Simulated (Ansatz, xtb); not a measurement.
## Two isomers of C2H4FN

We compare X, `C=C(N)F`, a singlet, with Y, `C/N=C\F`, a singlet. Both are isolated molecules in the gas phase, relaxed with B3LYP-D3(BJ)/6-311G**; the shapes shown needn't be the lowest conformers.

X (Å):

```yaml
atoms:
  - { symbol: C, position_ang: [-0.4486, -3.2838, 3.1819] }
  - { symbol: C, position_ang: [0.1683, -2.7508, 2.1312] }
  - { symbol: F, position_ang: [1.2422, -3.3640, 1.5843] }
  - { symbol: N, position_ang: [-0.1505, -1.6219, 1.4012] }
  - { symbol: H, position_ang: [-0.1285, -4.2395, 3.5666] }
  - { symbol: H, position_ang: [-1.2875, -2.7821, 3.6418] }
  - { symbol: H, position_ang: [0.6557, -1.1199, 1.0540] }
  - { symbol: H, position_ang: [-0.8257, -1.0167, 1.8444] }
```

Y (Å):

```xyz
8

C    -0.9696   -2.5341    2.9104
C     0.9461   -2.7244    1.5582
F     1.0925   -1.3715    1.4426
N     0.0479   -3.2953    2.1983
H    -0.9347   -2.8179    3.9649
H    -0.8615   -1.4502    2.8233
H    -1.9495   -2.8321    2.5302
H     1.7289   -3.2372    1.0095
```

Energies in hartree; the thermal terms are from B3LYP-D3(BJ)/6-311G** harmonic frequencies (ideal gas, rigid rotor, one conformer each, 298.15 K, 1 atm) and include the zero-point energy:

```
                               X           Y
E, CCSD(T)/def2-TZVP  −232.847719  −232.848861
   zero-point energy     0.061029     0.061003
        H(298 K) − E     0.066386     0.066516
        G(298 K) − E     0.034593     0.033893
```

Work out ΔE, ΔE₀, ΔH and ΔG for X → Y in kcal/mol (1 Eh = 627.51 kcal/mol) and the equilibrium ratio [Y]/[X].

1. ΔE = −232.848861 − (−232.847719) = −0.001142 Eh = −0.72 kcal/mol.
2. ΔE₀ = ΔE + ΔZPE = −0.001142 + (−0.000026) Eh = −0.73 kcal/mol.
3. ΔH = ΔE + (+0.000130) Eh = −0.64 kcal/mol.
4. ΔG = ΔE + (−0.000700) Eh = −1.16 kcal/mol, so ΔS = (ΔH − ΔG)/T = +7.3 J/(mol K).
5. kT = 0.9442 mEh, so K = [Y]/[X] = exp(−ΔG/kT) = exp(+1.95) ≈ 7.

Structure Y is favoured at this temperature. An error of 1 kcal/mol in ΔG would change K by a factor of 5.4. Mirror images and further conformers aren't counted.

As drawn, Y has 1 C=N, 2 C–H in place of 1 C=C, 2 N–H.

Other levels gave ΔE = −5.5 (GFN2-xTB); −8.3 (HF/STO-3G, GFN2-xTB geometries); +2.3 (r2SCAN-D4/def2-SVP, GFN2-xTB geometries); +0.3 (B3LYP-D3(BJ)/6-311G**); +1.0 (HF/def2-TZVP); +0.1 (MP2/def2-TZVP) kcal/mol. The correlated steps freeze 4 core orbitals. Programs: Ansatz 0.2.0, xtb 6.7.1.
